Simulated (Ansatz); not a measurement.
H3Si+ (`[SiH3+]`) from Hartree–Fock to CCSD(T)

```tsv
atom	x (Å)	y (Å)	z (Å)
Si1	0.000	0.000	0.000
H2	-0.197	0.157	-1.450
H3	1.077	-0.866	0.507
H4	-0.880	0.709	0.944
```

Charge 1, multiplicity 1. All single points use the PBE0-D4/def2-TZVP geometry. Frozen core, restricted reference, Ansatz 0.2.0. CBS rows extrapolate triple and quadruple zeta.

```tsv
basis	HF (Eh)	MP2 corr.
def2-SVP	-290.25450	-0.08417
def2-TZVPP	-290.35877	-0.10315
def2-QZVPP	-290.36792	-0.11019
cc-pV(D+d)Z	-290.35184	-0.08358
cc-pV(T+d)Z	-290.36390	-0.10264
cc-pV(Q+d)Z	-290.36754	-0.10988
```

Question: Estimate the CCSD correlation energy and the (T) correction in each basis where they were run (hartree).

Answer: 
```json
{"basis": "def2-SVP", "CCSD corr.": "-0.10840", "(T)": "-0.00157"}
{"basis": "def2-TZVPP", "CCSD corr.": "-0.12742", "(T)": "-0.00221"}
{"basis": "def2-QZVPP", "CCSD corr.": "-0.13274", "(T)": "-0.00243"}
{"basis": "CBS(def2)", "CCSD corr.": "-0.13668", "(T)": "-0.00259"}
{"basis": "cc-pV(D+d)Z", "CCSD corr.": "-0.10856", "(T)": "-0.00156"}
{"basis": "cc-pV(T+d)Z", "CCSD corr.": "-0.12686", "(T)": "-0.00220"}
{"basis": "cc-pV(Q+d)Z", "CCSD corr.": "-0.13250", "(T)": "-0.00241"}
{"basis": "CBS(cc)", "CCSD corr.": "-0.13652", "(T)": "-0.00256"}
```
